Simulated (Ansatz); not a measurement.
## CH4OSi, SMILES O=C[SiH3]: an active-space calculation

Computed with the Ansatz DFT code, driven from Python.

Input file `ch4osi.xyz`:
```text
7

O    -1.78010   -0.94240   -0.28790
C    -0.64880   -0.96060    0.00370
Si    0.36040    0.59530   -0.02260
H    -0.06430   -1.88020    0.28960
H     0.47590    1.20760   -1.37740
H    -0.10010    1.63440    0.95130
H     1.81820    0.27790    0.39770
```

The script, `ch4osi_cas.py`:
```python
"""Active-space calculation on CH4OSi."""

import ansatz as az


def main() -> None:
    geometry = az.Crystal.molecule_from_extxyz("ch4osi.xyz")

    calc = (
        geometry.calculation()
        .basis(gaussian="cc-pVDZ")
        .correlation(active_electrons=6, active_orbitals=6)
    )
    for method in [None]:
        rep = (calc if method is None else calc.correlation(method)).run(threads=1).report
        space = rep["configurations"]
        state = space["states"][0]
        print(method or "casscf", f"total {rep['free_energy_ev'] / 27.211386246:.6f} Ha, active-space state {state['energy']['hartree']:.6f} Ha, mean field {rep['reference_energy_ev'] / 27.211386246:.6f} Ha")
        print("  determinants", state["n_determinants"], " natural occupations", [round(n, 3) for n in space["natural_occupations"]])


if __name__ == "__main__":
    main()
```

```console
$ python ch4osi_cas.py
casscf total -404.058770 Ha, active-space state -404.058770 Ha, mean field -403.953973 Ha
  determinants 400  natural occupations [1.981, 1.981, 1.947, 0.054, 0.02, 0.018]
```

Total energies depend on the basis set; only differences at equal settings carry meaning. The geometry is a force-field or estimated start, not a minimum of this method, and the basis set is short of its limit. The active space starts as a window about the frontier orbitals and is then optimised, not chosen by chemistry. Finished in 1.9 s on 1 thread of AMD EPYC 9R45 96-Core Processor (Zen 5), with other jobs on the host, peak memory 0.18 GiB.
